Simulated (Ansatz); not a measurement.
A run of Ansatz (development build ahead of 0.2.0) on singlet C₄H₆ at this shape:

```xyz
10

C    -0.0022    0.0013   -0.7179
C    -0.0028   -0.0016    0.7180
C    -0.0075    1.1093   -1.4824
C    -0.0076   -1.1109    1.4835
H    -0.0087   -0.9725   -1.2219
H     0.0012    0.9691    1.2131
H    -0.0023    1.0770   -2.5718
H    -0.0038    2.1157   -1.0273
H    -0.0062   -1.0627    2.5633
H    -0.0042   -2.1042    1.0132
```

Its results:

* Converged: yes
* Reference energy: -154.93259 hartree
* Correlation energy: -0.53607 hartree
* Total energy: -155.46866 hartree
* Spin squared of the determinant: 0.000

**Question.** Which input gives this output? Name the method, the orbitals and the basis set, and write the input.

**Answer.** RHF-MP2 in cc-pVDZ. An unrestricted run that stays on the closed shell gives the same numbers.

```yaml
crystal:
  periodic: [false, false, false]
  atoms:
    - { symbol: C, position_ang: [-0.00225, 0.00132, -0.71791] }
    - { symbol: C, position_ang: [-0.00281, -0.00165, 0.71799] }
    - { symbol: C, position_ang: [-0.00751, 1.10928, -1.48241] }
    - { symbol: C, position_ang: [-0.00765, -1.1109, 1.4835] }
    - { symbol: H, position_ang: [-0.00868, -0.97245, -1.22186] }
    - { symbol: H, position_ang: [0.00121, 0.96915, 1.21309] }
    - { symbol: H, position_ang: [-0.00228, 1.07696, -2.57176] }
    - { symbol: H, position_ang: [-0.00384, 2.11571, -1.0273] }
    - { symbol: H, position_ang: [-0.00618, -1.06267, 2.56325] }
    - { symbol: H, position_ang: [-0.00416, -2.10424, 1.01325] }
basis:
  gaussian: { orbitals: cc-pVDZ }
hamiltonian:
  xc: hf
correlation:
  method: mp2
  frozen_orbitals: { C: 1, H: 0 }
```
